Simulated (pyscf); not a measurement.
## Routes from O=Ti=O + CH₄

Candidate steps break at most two bonds and form at most two. Each was searched with GFN2-xTB (tblite) first. Single points on ωB97X-D3(BJ)/def2-SVP structures (PySCF, gas phase). Correlated levels are frozen-core, on RHF or UHF. ΔMP2 is the change of the MP2 total energy from the triple- to the quadruple-zeta basis. Energies: CCSD(T)/def2-TZVPP + ΔMP2(QZVPP), kJ/mol, from the separated reactants, singlet surface; ΔG‡ with ideal gas, 1 atm, RRHO with modes under 100 cm⁻¹ raised to 100, one conformer, R ln 2 for chiral ones without a mode under 150 cm⁻¹.

```json
[
 {"products": "H₃C–Ti(=O)–OH", "type": "addition across a multiple bond or ene-type step", "ΔE‡": "23.8", "ΔE": "-138.0", "ΔG‡ 298 K": "54.4", "ΔG‡ 900 K": "129.7", "ν‡ (cm⁻¹)": "1443i"},
 {"products": "H₃C–O–TiH=O", "type": "addition across a multiple bond or ene-type step", "ΔE‡": "224.5", "ΔE": "-48.2", "ΔG‡ 298 K": "256.2", "ΔG‡ 900 K": "331.2", "ν‡ (cm⁻¹)": "1118i"}
]
```

Row 1: On the reactant side the descent ends in an adduct with a C–Ti contact, 58.6 kJ/mol under the separated species and 88.1 kJ/mol under the saddle at ωB97X-D3(BJ)/def2-TZVP. Row 2: On the reactant side the descent ends in an adduct with a C–Ti contact, 58.5 kJ/mol under the separated species and 297.2 kJ/mol under the saddle at ωB97X-D3(BJ)/def2-TZVP. 

Plain bond fissions and candidates not yet searched are not listed, and one of them may be faster. Each barrier is that of the saddle found; lower ones may exist. The CCSD(T) − MP2 part came from Ansatz, without density fitting, on the same reference. The frozen core leaves the outer d or s,p core shells of the metals and heavy elements correlated in the MP2 and CC values, and def2-TZVPP describes them poorly, which can shift differences by a few kcal/mol.
